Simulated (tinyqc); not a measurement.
Inside a calculation. Method: extended Hueckel theory, for LiH. Computed by tinyqc, a small Python program that keeps every step (integrals from PySCF). Settings: charge = 0, K = 1.75, multiplicity = 1. Command: `OMP_NUM_THREADS=1 python tinyqc.py 20254 20255 out.jsonl` (the two numbers bound the seeds that draw the settings). One thread of a shared host (Intel(R) Xeon(R) Processor @ 2.60GHz), about 0.01 s of CPU time with the checks.

## Overlaps

Geometry (angstrom):

| atom | x | y | z |
|---|---|---|---|
| Li | 0.000000 | 0.000000 | 0.000000 |
| H | 0.000000 | 0.000000 | 1.486000 |

Parameters chosen for this run:

| element | shell | Slater exponent | H_ii (eV) |
|---|---|---|---|
| H | 1s | 1.300000 | -13.600000 |
| Li | 2s | 0.650000 | -5.400000 |
| Li | 2p | 0.650000 | -3.500000 |

Slater orbitals, each expanded in six Gaussians scaled to its exponent.

overlap S, lower triangle:
```
           1Li 2s   1Li 2px   1Li 2py   1Li 2pz     2H 1s
1Li 2s   1.000000
1Li 2px  0.000000  1.000000
1Li 2py  0.000000  0.000000  1.000000
1Li 2pz  0.000000  0.000000  0.000000  1.000000
2H 1s    0.378354  0.000000  0.000000  0.490474  1.000000
```

## Wolfsberg-Helmholz matrix

diagonal H_ii (eV): 1Li 2s -5.400000, 1Li 2px -3.500000, 1Li 2py -3.500000, 1Li 2pz -3.500000, 2H 1s -13.600000

K = 1.750000

H_ij = K' S_ij (H_ii + H_jj)/2 for i != j (the diagonal keeps H_ii), with K' = 1.75.

H (eV), lower triangle:
```
            1Li 2s    1Li 2px    1Li 2py    1Li 2pz       2H 1s
1Li 2s   -5.400000
1Li 2px   0.000000  -3.500000
1Li 2py   0.000000   0.000000  -3.500000
1Li 2pz   0.000000   0.000000   0.000000  -3.500000
2H 1s    -6.290135   0.000000   0.000000  -7.338715  -13.600000
```

## Orbitals

valence electrons = 2

Solve H C = S C e through S^(-1/2); fill by pairs from the bottom, a degenerate level sharing its electrons equally; each orbital has its largest coefficient positive (the first on a tie).

orbital energies (eV): -13.772316  -4.715550  -3.500000  -3.500000  4.304090

occupations: 2.000000  0.000000  0.000000  0.000000  0.000000

coefficients:
```
              MO1        MO2       MO3        MO4        MO5
1Li 2s   0.119023   0.846319  0.000000   0.000000   0.708421
1Li 2px  0.000000   0.000000  0.788952  -0.614455   0.000000
1Li 2py  0.000000   0.000000  0.614455   0.788952   0.000000
1Li 2pz  0.052467  -0.531525  0.000000   0.000000   1.051226
2H 1s    0.923260  -0.128554  0.000000   0.000000  -0.868156
```

sum of one-electron energies = -27.544631 eV

Within a degenerate level the vectors are fixed only up to a rotation; this is one choice.

## Mulliken analysis

P = C n C^T; charge = valence electrons (H 1, Li 1) minus the sum of (P S)_ii on the atom; overlap population = 2 sum P_ij S_ij between two atoms.

charges: 1Li 0.835490, 2H -0.835490

Overlap populations:

| pair | value |
|---|---|
| 2-1 | 0.261343 |
